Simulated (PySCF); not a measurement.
Gas-phase reaction: F2 + 3 SiH2 → 2 SiHF + SiH4

Energies from PySCF (xtb for GFN2), thermal terms from the rigid-rotor harmonic-oscillator model, ideal gas at 1 bar. † marks an energy on the PBE0/def2-TZVP geometry and frequencies; other levels use their own. MP2 and CCSD(T) freeze the core. All species are closed-shell singlets. B3LYP is the form with VWN-RPA correlation. SiHF: computed as isolated molecules; such fragments, hydroxides, amides, oligomers or adducts are transient or little studied in the gas. MP2 isn't extrapolated to the basis-set limit; its ΔH°(298 K) is -1071.6 kJ in def2-SVP and -1124.6 kJ in def2-TZVPP. CCSD(T) isn't extrapolated to the basis-set limit; its ΔH°(298 K) is -1012.3 kJ in def2-SVP and -1064.4 kJ in def2-TZVPP. The harmonic model lacks anharmonicity and excited electronic states, which grow with temperature; levels with a mode under 35 cm⁻¹ are left out.

| level | ΔE electronic, kJ | ΔH°(298 K), kJ | ΔS°(298 K), J/K | ΔG°(2500 K), kJ |
|---|---|---|---|---|
| B3LYP/def2-TZVP† | -1085 | -1065 | -142 | -712 |
| CCSD(T)/def2-SVP† | -1032 | -1012 | -142 | -659 |
| CCSD(T)/def2-TZVPP† | -1084 | -1064 | -142 | -711 |
| GFN2-xTB | -992 | -972 | -138 | -630 |
| MP2/def2-TZVPP† | -1144 | -1125 | -142 | -771 |
| PBE0/def2-TZVP | -1091 | -1072 | -142 | -718 |
| r2SCAN/def2-TZVP† | -1110 | -1090 | -142 | -737 |
| ωB97M-V/def2-TZVP† | -1096 | -1077 | -142 | -723 |
| ωB97X-V/def2-TZVP† | -1101 | -1082 | -142 | -728 |
ΔH° is lowest at MP2/def2-TZVPP† and highest at GFN2-xTB. No reference value is set beside these.
